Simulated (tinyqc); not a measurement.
CCSD on RHF in the sto-3g basis, for BH2+, spin multiplicity 1, step by step (part 1 of 2). Computed by tinyqc, a small Python program that keeps every step (integrals from PySCF). Settings: charge = 1, multiplicity = 1, basis = sto-3g, method = RHF, energy threshold = 1e-10, iteration cap = 70, orthogonalisation = symmetric, start = core, DIIS depth = 6, amplitude equations = CCSD, DIIS depth for amplitudes = 4, cap on updates = 78. Command: `OMP_NUM_THREADS=1 python tinyqc.py 21671 21672 out.jsonl` (the two numbers bound the seeds that draw the settings). One thread of a shared host (Intel(R) Xeon(R) Processor @ 2.60GHz), about 0.3 s of CPU time with the checks. The early iterations of the SCF are left out here.

## One-electron integrals

Geometry (angstrom):

| atom | x | y | z |
|---|---|---|---|
| B | 0.000000 | 0.000000 | 0.000000 |
| H | 0.000000 | 0.952000 | 0.525000 |
| H | 0.000000 | -0.952000 | 0.525000 |

Basis sto-3g: exponents (1/bohr^2) and contraction coefficients of normalised primitives:

| element | l (shell) | exponent | coefficient |
|---|---|---|---|
| B | s (1) | 48.791113 | 0.154329 |
| B | s (1) | 8.887362 | 0.535328 |
| B | s (1) | 2.405267 | 0.444635 |
| B | s (2) | 2.236956 | -0.099967 |
| B | s (2) | 0.519821 | 0.399513 |
| B | s (2) | 0.169062 | 0.700115 |
| B | p (3) | 2.236956 | 0.155916 |
| B | p (3) | 0.519821 | 0.607684 |
| B | p (3) | 0.169062 | 0.391957 |
| H | s (1) | 3.425251 | 0.154329 |
| H | s (1) | 0.623914 | 0.535328 |
| H | s (1) | 0.168855 | 0.444635 |

Overlap, kinetic and nuclear-attraction integrals over the contracted functions; the nuclear repulsion is the sum of Za Zb / Rab.

nuclear repulsion = 5.14542336 hartree

overlap S:
```
           1B 1s     1B 2s    1B 2px     1B 2py    1B 2pz     2H 1s      3H 1s
1B 1s   1.000000  0.269328  0.000000   0.000000  0.000000  0.084129   0.084129
1B 2s   0.269328  1.000000  0.000000   0.000000  0.000000  0.530068   0.530068
1B 2px  0.000000  0.000000  1.000000   0.000000  0.000000  0.000000   0.000000
1B 2py  0.000000  0.000000  0.000000   1.000000  0.000000  0.455749  -0.455749
1B 2pz  0.000000  0.000000  0.000000   0.000000  1.000000  0.251332   0.251332
2H 1s   0.084129  0.530068  0.000000   0.455749  0.251332  1.000000   0.139276
3H 1s   0.084129  0.530068  0.000000  -0.455749  0.251332  0.139276   1.000000
```

kinetic energy T (hartree):
```
            1B 1s      1B 2s    1B 2px     1B 2py    1B 2pz      2H 1s      3H 1s
1B 1s   10.826302  -0.047967  0.000000   0.000000  0.000000  -0.011129  -0.011129
1B 2s   -0.047967   0.359168  0.000000   0.000000  0.000000   0.116294   0.116294
1B 2px   0.000000   0.000000  1.123881   0.000000  0.000000   0.000000   0.000000
1B 2py   0.000000   0.000000  0.000000   1.123881  0.000000   0.249221  -0.249221
1B 2pz   0.000000   0.000000  0.000000   0.000000  1.123881   0.137438   0.137438
2H 1s   -0.011129   0.116294  0.000000   0.249221  0.137438   0.760032  -0.008641
3H 1s   -0.011129   0.116294  0.000000  -0.249221  0.137438  -0.008641   0.760032
```

nuclear attraction V (hartree):
```
             1B 1s      1B 2s     1B 2px     1B 2py     1B 2pz      2H 1s      3H 1s
1B 1s   -24.120887  -3.401552   0.000000   0.000000  -0.021503  -1.078447  -1.078447
1B 2s    -3.401552  -4.694264   0.000000   0.000000  -0.175257  -2.280033  -2.280033
1B 2px    0.000000   0.000000  -4.570655   0.000000   0.000000   0.000000   0.000000
1B 2py    0.000000   0.000000   0.000000  -4.786161   0.000000  -1.859680   1.859680
1B 2pz   -0.021503  -0.175257   0.000000   0.000000  -4.636195  -1.066890  -1.066890
2H 1s    -1.078447  -2.280033   0.000000  -1.859680  -1.066890  -3.885044  -0.592734
3H 1s    -1.078447  -2.280033   0.000000   1.859680  -1.066890  -0.592734  -3.885044
```

core Hamiltonian H = T + V (hartree):
```
             1B 1s      1B 2s     1B 2px     1B 2py     1B 2pz      2H 1s      3H 1s
1B 1s   -13.294585  -3.449519   0.000000   0.000000  -0.021503  -1.089576  -1.089576
1B 2s    -3.449519  -4.335096   0.000000   0.000000  -0.175257  -2.163739  -2.163739
1B 2px    0.000000   0.000000  -3.446775   0.000000   0.000000   0.000000   0.000000
1B 2py    0.000000   0.000000   0.000000  -3.662280   0.000000  -1.610458   1.610458
1B 2pz   -0.021503  -0.175257   0.000000   0.000000  -3.512314  -0.929452  -0.929452
2H 1s    -1.089576  -2.163739   0.000000  -1.610458  -0.929452  -3.125013  -0.601375
3H 1s    -1.089576  -2.163739   0.000000   1.610458  -0.929452  -0.601375  -3.125013
```

## Two-electron integrals

Functions are numbered as in S; the eight-fold symmetry (ij|kl) = (ji|kl) = (kl|ij) leaves the list below.

Two-electron integrals (ij|kl) in chemists' order, unique and non-zero (hartree):
```
(11|11) 2.923513    (21|11) 0.518376    (21|21) 0.109262    (22|11) 0.744229
(22|21) 0.193177    (22|22) 0.544804    (31|31) 0.020264    (32|31) 0.029996
(32|32) 0.120346    (33|11) 0.742491    (33|21) 0.193240    (33|22) 0.544682
(33|33) 0.586773    (41|41) 0.020264    (42|41) 0.029996    (42|42) 0.120346
(43|43) 0.031630    (44|11) 0.742491    (44|21) 0.193240    (44|22) 0.544682
(44|33) 0.523513    (44|44) 0.586773    (51|51) 0.020264    (52|51) 0.029996
(52|52) 0.120346    (53|53) 0.031630    (54|54) 0.031630    (55|11) 0.742491
(55|21) 0.193240    (55|22) 0.544682    (55|33) 0.523513    (55|44) 0.523513
(55|55) 0.586773    (61|11) 0.162447    (61|21) 0.034060    (61|22) 0.060209
(61|33) 0.059913    (61|41) 0.002212    (61|42) 0.003998    (61|44) 0.060620
(61|51) 0.001220    (61|52) 0.002205    (61|54) 0.000390    (61|55) 0.060128
(61|61) 0.010967    (62|11) 0.331643    (62|21) 0.087081    (62|22) 0.263391
(62|33) 0.256491    (62|41) 0.008396    (62|42) 0.047405    (62|44) 0.272188
(62|51) 0.004630    (62|52) 0.026142    (62|54) 0.008656    (62|55) 0.261265
(62|61) 0.028840    (62|62) 0.164372    (63|31) 0.009495    (63|32) 0.042202
(63|43) 0.009299    (63|53) 0.005128    (63|63) 0.020144    (64|11) 0.253106
(64|21) 0.067436    (64|22) 0.215286    (64|33) 0.203789    (64|41) 0.015214
(64|42) 0.078163    (64|44) 0.234404    (64|51) 0.003154    (64|52) 0.019832
(64|54) 0.011755    (64|55) 0.207444    (64|61) 0.023640    (64|62) 0.158096
(64|64) 0.169095    (65|11) 0.139580    (65|21) 0.037189    (65|22) 0.118724
(65|33) 0.112384    (65|41) 0.003154    (65|42) 0.019832    (65|44) 0.119010
(65|51) 0.011234    (65|52) 0.053138    (65|54) 0.012954    (65|55) 0.124656
(65|61) 0.013037    (65|62) 0.087185    (65|64) 0.082142    (65|65) 0.065443
(66|11) 0.475020    (66|21) 0.127111    (66|22) 0.429254    (66|33) 0.403631
(66|41) 0.016505    (66|42) 0.117765    (66|44) 0.462264    (66|51) 0.009102
(66|52) 0.064944    (66|54) 0.032334    (66|55) 0.421462    (66|61) 0.043233
(66|62) 0.325918    (66|64) 0.343390    (66|65) 0.189369    (66|66) 0.774606
(71|11) 0.162447    (71|21) 0.034060    (71|22) 0.060209    (71|33) 0.059913
(71|41) -0.002212   (71|42) -0.003998   (71|44) 0.060620    (71|51) 0.001220
(71|52) 0.002205    (71|54) -0.000390   (71|55) 0.060128    (71|61) 0.010443
(71|62) 0.026333    (71|64) 0.019234    (71|65) 0.011903    (71|66) 0.038014
(71|71) 0.010967    (72|11) 0.331643    (72|21) 0.087081    (72|22) 0.263391
(72|33) 0.256491    (72|41) -0.008396   (72|42) -0.047405   (72|44) 0.272188
(72|51) 0.004630    (72|52) 0.026142    (72|54) -0.008656   (72|55) 0.261265
(72|61) 0.026333    (72|62) 0.115206    (72|64) 0.080184    (72|65) 0.059562
(72|66) 0.179255    (72|71) 0.028840    (72|72) 0.164372    (73|31) 0.009495
(73|32) 0.042202    (73|43) -0.009299   (73|53) 0.005128    (73|63) 0.013055
(73|73) 0.020144    (74|11) -0.253106   (74|21) -0.067436   (74|22) -0.215286
(74|33) -0.203789   (74|41) 0.015214    (74|42) 0.078163    (74|44) -0.234404
(74|51) -0.003154   (74|52) -0.019832   (74|54) 0.011755    (74|55) -0.207444
(74|61) -0.019234   (74|62) -0.080184   (74|64) -0.044290   (74|65) -0.040582
(74|66) -0.114669   (74|71) -0.023640   (74|72) -0.158096   (74|74) 0.169095
(75|11) 0.139580    (75|21) 0.037189    (75|22) 0.118724    (75|33) 0.112384
(75|41) -0.003154   (75|42) -0.019832   (75|44) 0.119010    (75|51) 0.011234
(75|52) 0.053138    (75|54) -0.012954   (75|55) 0.124656    (75|61) 0.011903
(75|62) 0.059562    (75|64) 0.040582    (75|65) 0.043148    (75|66) 0.097807
(75|71) 0.013037    (75|72) 0.087185    (75|74) -0.082142   (75|75) 0.065443
(76|11) 0.086037    (76|21) 0.022542    (76|22) 0.068388    (76|33) 0.066548
(76|44) 0.068952    (76|51) 0.002041    (76|52) 0.011444    (76|55) 0.069607
(76|61) 0.007197    (76|62) 0.037051    (76|64) 0.030871    (76|65) 0.021428
(76|66) 0.066904    (76|71) 0.007197    (76|72) 0.037051    (76|74) -0.030871
(76|75) 0.021428    (76|76) 0.010164    (77|11) 0.475020    (77|21) 0.127111
(77|22) 0.429254    (77|33) 0.403631    (77|41) -0.016505   (77|42) -0.117765
(77|44) 0.462264    (77|51) 0.009102    (77|52) 0.064944    (77|54) -0.032334
(77|55) 0.421462    (77|61) 0.038014    (77|62) 0.179255    (77|64) 0.114669
(77|65) 0.097807    (77|66) 0.276592    (77|71) 0.043233    (77|72) 0.325918
(77|74) -0.343390   (77|75) 0.189369    (77|76) 0.066904    (77|77) 0.774606
```

## Orthogonalisation

S = U s U^T; symmetric (Loewdin) form X = U s^(-1/2) U^T, so that X^T S X = 1.

eigenvalues of S: 0.223616  0.282084  0.859673  1.000000  1.086787  1.578640  1.969200

X:
```
            1B 1s      1B 2s    1B 2px     1B 2py     1B 2pz      2H 1s      3H 1s
1B 1s    1.031969  -0.171934  0.000000   0.000000  -0.014212   0.027444   0.027444
1B 2s   -0.171934   1.410897  0.000000   0.000000   0.177413  -0.433627  -0.433627
1B 2px   0.000000   0.000000  1.000000   0.000000   0.000000   0.000000   0.000000
1B 2py   0.000000   0.000000  0.000000   1.280985   0.000000  -0.382063   0.382063
1B 2pz  -0.014212   0.177413  0.000000   0.000000   1.082371  -0.201994  -0.201994
2H 1s    0.027444  -0.433627  0.000000  -0.382063  -0.201994   1.368796  -0.028947
3H 1s    0.027444  -0.433627  0.000000   0.382063  -0.201994  -0.028947   1.368796
```

## Starting guess

The start is the orbitals of the core Hamiltonian; D = 2 C_occ C_occ^T.

D at the start:
```
            1B 1s      1B 2s    1B 2px     1B 2py     1B 2pz      2H 1s      3H 1s
1B 1s    2.134554  -0.527140  0.000000   0.000000  -0.275269   0.066174   0.066174
1B 2s   -0.527140   2.003091  0.000000   0.000000   1.130405  -0.210073  -0.210073
1B 2px   0.000000   0.000000  0.000000   0.000000   0.000000   0.000000   0.000000
1B 2py   0.000000   0.000000  0.000000   2.399315   0.000000  -0.242114   0.242114
1B 2pz  -0.275269   1.130405  0.000000   0.000000   0.638169  -0.118429  -0.118429
2H 1s    0.066174  -0.210073  0.000000  -0.242114  -0.118429   0.046522  -0.002341
3H 1s    0.066174  -0.210073  0.000000   0.242114  -0.118429  -0.002341   0.046522
```

## Iteration 8 (converged): orbitals

converged F (hartree):
```
            1B 1s      1B 2s     1B 2px     1B 2py     1B 2pz      2H 1s      3H 1s
1B 1s   -7.971295  -2.317202   0.000000   0.000000   0.008697  -0.736351  -0.736351
1B 2s   -2.317202  -1.494375   0.000000   0.000000  -0.159012  -0.861901  -0.861901
1B 2px   0.000000   0.000000  -0.197197   0.000000   0.000000   0.000000   0.000000
1B 2py   0.000000   0.000000   0.000000  -0.730449   0.000000  -0.543475   0.543475
1B 2pz   0.008697  -0.159012   0.000000   0.000000  -0.285418  -0.266344  -0.266344
2H 1s   -0.736351  -0.861901   0.000000  -0.543475  -0.266344  -0.825226  -0.259663
3H 1s   -0.736351  -0.861901   0.000000   0.543475  -0.266344  -0.259663  -0.825226
```

Diagonalise F' = X^T F X, C = X C', fill 3 alpha and 3 beta electrons from the bottom; D = 2 C_occ C_occ^T. Each column has its largest component positive (the first on a tie).

F' = X^T F X (hartree):
```
           1          2          3          4          5          6          7
1  -7.780465  -1.164474   0.000000   0.000000   0.010660  -0.130501  -0.130501
2  -1.164474  -0.611658   0.000000   0.000000   0.062042  -0.488442  -0.488442
3   0.000000   0.000000  -0.197197   0.000000   0.000000   0.000000   0.000000
4   0.000000   0.000000   0.000000  -0.299778   0.000000  -0.472230   0.472230
5   0.010660   0.062042   0.000000   0.000000  -0.173183  -0.212531  -0.212531
6  -0.130501  -0.488442   0.000000  -0.472230  -0.212531  -0.232331  -0.075069
7  -0.130501  -0.488442   0.000000   0.472230  -0.212531  -0.075069  -0.232331
```

orbital energies (hartree): MO1 -7.975957, MO2 -1.048234, MO3 -0.900146, MO4 -0.264184, MO5 -0.197197, MO6 0.415670, MO7 0.443105

coefficients C:
```
              MO1        MO2        MO3        MO4       MO5        MO6        MO7
1B 1s    0.992049  -0.236927   0.000000   0.128747  0.000000  -0.198391   0.000000
1B 2s    0.031972   0.610237   0.000000  -0.551638  0.000000   1.322882   0.000000
1B 2px   0.000000   0.000000   0.000000   0.000000  1.000000   0.000000   0.000000
1B 2py   0.000000   0.000000   0.591406   0.000000  0.000000   0.000000   1.258215
1B 2pz   0.002170   0.132242   0.000000   0.834513  0.000000   0.755581   0.000000
2H 1s   -0.005819   0.308296   0.376628   0.177838  0.000000  -1.000239  -0.990437
3H 1s   -0.005819   0.308296  -0.376628   0.177838  0.000000  -1.000239   0.990437
```

D after iteration 8:
```
            1B 1s      1B 2s    1B 2px     1B 2py     1B 2pz      2H 1s      3H 1s
1B 1s    2.080591  -0.225727  0.000000   0.000000  -0.058358  -0.157634  -0.157634
1B 2s   -0.225727   0.746822  0.000000   0.000000   0.161537   0.375895   0.375895
1B 2px   0.000000   0.000000  0.000000   0.000000   0.000000   0.000000   0.000000
1B 2py   0.000000   0.000000  0.000000   0.699523   0.000000   0.445480  -0.445480
1B 2pz  -0.058358   0.161537  0.000000   0.000000   0.034985   0.081514   0.081514
2H 1s   -0.157634   0.375895  0.000000   0.445480   0.081514   0.473857  -0.093537
3H 1s   -0.157634   0.375895  0.000000  -0.445480   0.081514  -0.093537   0.473857
```

## Convergence

Stop when the energy changes by less than 1e-10 hartree and every element of the error matrix X^T (F D S - S D F) X is below 3e-06.

Course of the cycle:

| iteration | E (hartree) | change | largest element of the error matrix |
|---|---|---|---|
| 1 | -24.20967010 | - | 6.07e-01 |
| 2 | -25.09123943 | -8.82e-01 | 8.38e-02 |
| 3 | -25.11131493 | -2.01e-02 | 2.49e-02 |
| 4 | -25.11280533 | -1.49e-03 | 3.95e-03 |
| 5 | -25.11285700 | -5.17e-05 | 3.06e-04 |
| 6 | -25.11285716 | -1.61e-07 | 1.84e-05 |
| 7 | -25.11285716 | -7.36e-10 | 1.05e-06 |
| 8 | -25.11285716 | -1.87e-12 | 3.87e-08 |

PySCF RHF in the same basis = -25.11285716 hartree

Converged in 8 iterations.

## Populations, bond orders and dipole

Mulliken: Z minus the diagonal of D S on the atom; Loewdin: the same with S^(1/2) D S^(1/2); Mayer order: 2 sum_s sum (D(s) S)_ij (D(s) S)_ji over the two atoms.

Charges (e):

| atom | Mulliken | Loewdin |
|---|---|---|
| 1B | 0.740664 | 0.836033 |
| 2H | 0.129668 | 0.081984 |
| 3H | 0.129668 | 0.081984 |

Mayer bond orders:

| pair | order |
|---|---|
| 2-1 | 0.982606 |
| 3-1 | 0.982606 |
| 3-2 | 0.000580 |

dipole moment about the origin, x y z (debye): 0.000000  0.000000  -0.763147

## Integrals over molecular orbitals

(pq|rs) = sum C_ip C_jq C_kr C_ls (ij|kl), one index at a time.

one-electron integrals over orbitals h = C^T H C (hartree):
```
            1          2          3          4          5          6          7
1  -13.280831   0.290064   0.000000  -0.181943   0.000000   0.201818   0.000000
2    0.290064  -3.621386   0.000000   0.023876   0.000000  -0.479275   0.000000
3    0.000000   0.000000  -3.431725   0.000000   0.000000   0.000000  -0.482066
4   -0.181943   0.023876   0.000000  -3.377033   0.000000  -0.216300   0.000000
5    0.000000   0.000000   0.000000   0.000000  -3.446775   0.000000   0.000000
6    0.201818  -0.479275   0.000000  -0.216300   0.000000  -2.707405   0.000000
7    0.000000   0.000000  -0.482066   0.000000   0.000000   0.000000  -2.721277
```

Two-electron integrals over orbitals (pq|rs), unique and non-zero (hartree):
```
(11|11) 2.890417    (21|11) -0.258195   (21|21) 0.036893    (22|11) 0.635328
(22|21) -0.007447   (22|22) 0.501648    (31|31) 0.009931    (32|31) 0.017083
(32|32) 0.148442    (33|11) 0.595312    (33|21) -0.003670   (33|22) 0.493091
(33|33) 0.513145    (41|11) 0.139402    (41|21) -0.016511   (41|22) 0.015741
(41|33) 0.007558    (41|41) 0.026632    (42|11) -0.050738   (42|21) 0.006896
(42|22) 0.035311    (42|33) 0.019464    (42|41) 0.014104    (42|42) 0.063349
(43|31) -0.002841   (43|32) 0.013150    (43|43) 0.027921    (44|11) 0.720891
(44|21) -0.013604   (44|22) 0.447988    (44|33) 0.446497    (44|41) -0.011760
(44|42) -0.062546   (44|44) 0.602084    (51|51) 0.021720    (52|51) 0.021772
(52|52) 0.073963    (53|53) 0.021359    (54|51) -0.011797   (54|52) -0.030083
(54|54) 0.044178    (55|11) 0.742000    (55|21) -0.009881   (55|22) 0.481008
(55|33) 0.460302    (55|41) 0.004855    (55|42) -0.024986   (55|44) 0.516482
(55|55) 0.586773    (61|11) -0.207311   (61|21) 0.032311    (61|22) -0.000189
(61|33) -0.000644   (61|41) -0.004651   (61|42) 0.013300    (61|44) -0.017528
(61|55) -0.004982   (61|61) 0.033522    (62|11) 0.191554    (62|21) -0.006918
(62|22) 0.041564    (62|33) 0.007506    (62|41) 0.012657    (62|42) -0.001175
(62|44) 0.060257    (62|55) 0.092770    (62|61) 0.000104    (62|62) 0.086661
(63|31) -0.000240   (63|32) -0.071903   (63|43) -0.018105   (63|63) 0.074691
(64|11) 0.069036    (64|21) 0.000558    (64|22) 0.021950    (64|33) 0.005198
(64|41) 0.006244    (64|42) 0.008245    (64|44) 0.029074    (64|55) 0.027098
(64|61) 0.004303    (64|62) 0.039267    (64|64) 0.025351    (65|51) 0.018478
(65|52) 0.055032    (65|54) -0.015686   (65|65) 0.048816    (66|11) 0.643045
(66|21) -0.006759   (66|22) 0.513574    (66|33) 0.502355    (66|41) 0.023553
(66|42) 0.059338    (66|44) 0.426065    (66|55) 0.470939    (66|61) 0.004903
(66|62) 0.026094    (66|64) 0.019880    (66|66) 0.564378    (71|31) 0.015022
(71|32) 0.021702    (71|43) -0.005147   (71|63) 0.000476    (71|71) 0.023032
(72|31) 0.006237    (72|32) -0.028047   (72|43) -0.029578   (72|63) 0.051512
(72|71) 0.009527    (72|72) 0.053792    (73|11) 0.205315    (73|21) -0.007515
(73|22) 0.019437    (73|33) 0.019537    (73|41) -0.002831   (73|42) -0.050921
(73|44) 0.101478    (73|55) 0.092477    (73|61) -0.008108   (73|62) 0.064937
(73|64) 0.023956    (73|66) -0.018670   (73|73) 0.105378    (74|31) -0.010165
(74|32) -0.068597   (74|43) 0.013479    (74|63) 0.034121    (74|71) -0.014466
(74|72) 0.002820    (74|74) 0.055158    (75|53) 0.016167    (75|75) 0.017626
(76|31) 0.010852    (76|32) 0.118635    (76|43) 0.024748    (76|63) -0.082018
(76|71) 0.013556    (76|72) -0.050616   (76|74) -0.051998   (76|76) 0.122899
(77|11) 0.676388    (77|21) -0.010051   (77|22) 0.487479    (77|33) 0.509425
(77|41) 0.003765    (77|42) 0.002549    (77|44) 0.480206    (77|55) 0.474276
(77|61) -0.008349   (77|62) 0.005108    (77|64) 0.000938    (77|66) 0.506857
(77|73) 0.028996    (77|77) 0.536653
```

## CCSD: starting amplitudes

t_ij^ab = <ij||ab> / (e_i + e_j - e_a - e_b), whose energy is MP2.

Starting amplitudes (spin orbitals 1a, 1b, ...; amplitudes related by a flip of all spins are not repeated; the 24 largest):

| from | to | t |
|---|---|---|
| 2a 2b | 5a 5b | -0.043455 |
| 2a 2b | 4a 4b | -0.040399 |
| 3a 3b | 7a 7b | -0.039225 |
| 2a 2b | 6a 6b | -0.029599 |
| 3a 3b | 6a 6b | -0.028382 |
| 2a 3b | 4a 7b | 0.023937 |
| 2a 3b | 6a 7b | -0.023133 |
| 3a 3b | 4a 4b | -0.021952 |
| 2a 3b | 6b 7a | 0.018350 |
| 2a 2b | 7a 7b | -0.018035 |
| 3a 3b | 5a 5b | -0.015193 |
| 2a 3b | 4b 7a | -0.013904 |
| 2a 3a | 4a 7a | 0.010033 |
| 3a 3b | 4a 6b | 0.009276 |
| 2a 3a | 6a 7a | -0.004783 |
| 1a 2b | 5a 5b | -0.002523 |
| 1a 1b | 6a 6b | -0.001997 |
| 1a 1b | 4a 4b | -0.001727 |
| 1a 2b | 4a 4b | -0.001660 |
| 1a 2b | 4b 6a | 0.001450 |
| 1a 1b | 5a 5b | -0.001396 |
| 1a 2b | 4a 6b | -0.001379 |
| 1a 1b | 7a 7b | -0.001368 |
| 1a 2b | 7a 7b | -0.000961 |

correlation energy = -0.02601177 hartree
